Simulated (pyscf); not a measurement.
# Routes from CH₄ (SMILES C) + HS–ZnH (SMILES [SH][ZnH])

Candidate steps break at most two bonds and form at most two. Each was searched with GFN2-xTB (tblite) first. PySCF, gas phase, ωB97X-D3(BJ)/def2-SVP geometries. Energies: ωB97M-D3(BJ)/def2-TZVP, eV, from the separated reactants, singlet surface; ΔG‡ with ideal gas, 1 atm, RRHO with modes under 100 cm⁻¹ raised to 100, one conformer, R ln 2 for chiral ones without a mode under 150 cm⁻¹.

| products | type | ΔE‡ | ΔE | ΔG‡ 298 K | ΔG‡ 900 K | ν‡ (cm⁻¹) |
|---|---|---|---|---|---|---|
| H₃C–ZnH + H₂S | four-centre exchange | 2.08 | +1.24 | 2.35 | 3.10 | 1311i |
| H₃C–Zn–SH + H₂ | four-centre exchange | 2.31 | +0.44 | 2.60 | 3.34 | 1639i |

Row 1: On the product side the descent ends in a complex, 0.26 eV under the separated species and 0.99 eV under the saddle at ωB97X-D3(BJ)/def2-TZVP. 

Plain bond fissions and candidates not yet searched are not listed, and one of them may be faster. Each barrier is that of the saddle found; lower ones may exist. Elements up to Kr have no core potential and no relativistic terms here.
